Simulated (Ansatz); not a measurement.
# PH− (doublet): PBE0, B3LYP over a scan of the distance P1–H2, 6-31++G**

Aim: run PH− (doublet) with these functionals over a scan of the distance P1–H2, and hold them against the top wave-function level at the same points.

Program: Ansatz 0.2.0, Gaussian basis. Level of theory: 6-31++G**, all electrons in the functionals. These are calculated values, not measurements.

Plan: PBE0, B3LYP, at 1.161 Å; 1.305 Å; 1.443 Å; 1.589 Å; 1.776 Å; 2.038 Å; 2.339 Å; 2.687 Å; 3.109 Å; 3.854 Å; 4.962 Å.

20 further runs of the same task are left out: 1 for a known fault of the program, 16 that didn't finish, 3 set aside as unsound or not needed.

## 1. What is computed

The geometry derives from a PBE0/def2-TZVPD stationary point (not a proven minimum). One bond is set to the value named and the two fragments are kept rigid.

2 atoms, charge -1, spin multiplicity 2.

Atoms are counted from 1 here; the program's logs count them from 0.

Bond lengths: P1–H2 1.443 Å.

No dispersion term is added. B3LYP takes the VWN-RPA correlation.

The geometry shown and the zero of energy belong to the point 1.443 Å. The yardstick, FCI, and other wave-function levels (R restricted, U unrestricted, valence and pair active spaces) come from earlier runs.

## 2. PBE0, 1.161 Å

in.yaml reads:

```yaml
crystal:
  periodic: [false, false, false]
  atoms:
    - {symbol: P, position_ang: [0.000000, 0.000000, 0.000000]}
    - {symbol: H, position_ang: [0.000000, 0.000000, 1.161000]}
basis:
  gaussian: {orbitals: "6-31++G**"}
total_charge: -1
magnetization: {spin_polarized: true, initial_magnetization: 1}
hamiltonian: {xc: {name: PBE0}}
output: {forces: true, orbitals: {seedname: orbitals}}
```

Command:

```console
> ansatz run in.yaml --threads 1 --pin off --events-out ev --progress --plain --max-ram 2393MiB
```

Further steps of the session: PBE0, 1.305 Å; PBE0, 1.443 Å; PBE0, 1.589 Å; PBE0, 1.776 Å; PBE0, 2.038 Å; PBE0, 2.339 Å; PBE0, 2.687 Å; PBE0, 3.109 Å; PBE0, 3.854 Å; PBE0, 4.962 Å; B3LYP, 1.161 Å; B3LYP, 1.305 Å; B3LYP, 1.443 Å; B3LYP, 1.589 Å; B3LYP, 1.776 Å; B3LYP, 2.038 Å; B3LYP, 2.339 Å; B3LYP, 2.687 Å; B3LYP, 3.109 Å; B3LYP, 3.854 Å; B3LYP, 4.962 Å.

Q: Predict the results of all the runs planned. Wanted: span of the FCI curve; largest miss, PBE0; largest miss, B3LYP.

The runs gave:

```
             quantity                value
span of the FCI curve             3.123 eV
   largest miss, PBE0  +0.226 eV (2.687 Å)
  largest miss, B3LYP  +0.108 eV (2.687 Å)
```

In words: Of the functionals, B3LYP keep the smallest largest miss at the points compared (at most 0.108 eV) and PBE0 strays most (0.226 eV, at 2.687 Å). PBE0, B3LYP clearly break the spin symmetry at some points (⟨S²⟩ up to 1.02 above the pure value), so energy there is bought with a mixed spin. Functionals and the yardstick converge differently with the basis, so part of each miss in 6-31++G** is the basis.
